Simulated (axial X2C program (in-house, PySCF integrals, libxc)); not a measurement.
Worked dissociation energy of Li₂: PBE50, without spin–orbit coupling

All values were computed with an in-house all-electron X2C program for linear molecules (integrals from PySCF). Spin-free means the one-electron spin-free X2C Hamiltonian. Basis: Li dyall-cv3z [7s8p2d] (cores contracted in-house); Gaussian nuclei, density fitting, unrestricted open shells. Masses: Li 7.016 u.

Molecular state: M_S = 0, Λ = 0 (closed shell).

| Quantity | Value |
| --- | --- |
| E(Li) (2M_S = 1, M_L = 0) | -7.473284 hartree |
| E(Li₂) at Re | -14.976244 hartree |
| ωe | 346.6 cm⁻¹ |
| ωexe | 2.08 cm⁻¹ |

Problem. Work out De and D0.

Solution. De = -7.473284 + (-7.473284) − (-14.976244) = 0.02968 hartree = 0.808 eV. The zero-point energy is ωe/2 − ωexe/4 = 173 cm⁻¹ = 0.021 eV, so D0 = 0.786 eV.

The state is a single determinant with fixed occupations, the lowest that a limited PBE0 search found. The closed shell is kept restricted, so the energy runs too high when the bond is stretched far. Dissociation energies refer to the lowest single-determinant-based atoms at the same level and basis.

Each atomic determinant is the lowest at this level and need not be a pure term. Totals compare only within one Hamiltonian and basis.
